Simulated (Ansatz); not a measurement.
Spinel CdLu2S4, treated with PBEsol in Ansatz (PAW).

Settings: plane-wave cutoff 520 eV, 6×6×6 k mesh, Fermi–Dirac smearing 0.01 eV, scalar-relativistic PAW data made under PBE.

Cell (relaxed at this level):

```
CdLu2S4
1.0
    0.00000     5.47833     5.47833
    5.47833     0.00000     5.47833
    5.47833     5.47833     0.00000
S Lu Cd
8 4 2
Direct
  0.38293   0.38293   0.38293
  0.39879   0.86707   0.86707
  0.38293   0.38293   0.85121
  0.86707   0.39879   0.86707
  0.85121   0.38293   0.38293
  0.86707   0.86707   0.86707
  0.38293   0.85121   0.38293
  0.86707   0.86707   0.39879
  0.62500   0.62500   0.62500
  0.12500   0.62500   0.62500
  0.62500   0.62500   0.12500
  0.62500   0.12500   0.62500
  0.00000   0.00000   0.00000
  0.25000   0.25000   0.25000
```

Q: What does this level give for the band gap?

A: 
band gap: 0.95 eV (on the SCF k mesh)

Spin–orbit coupling is not included.

Static lattice: no zero-point or thermal effects.

Cost on a shared machine: about 6 core-minutes (a rough figure).

Ansatz is a first-principles code.
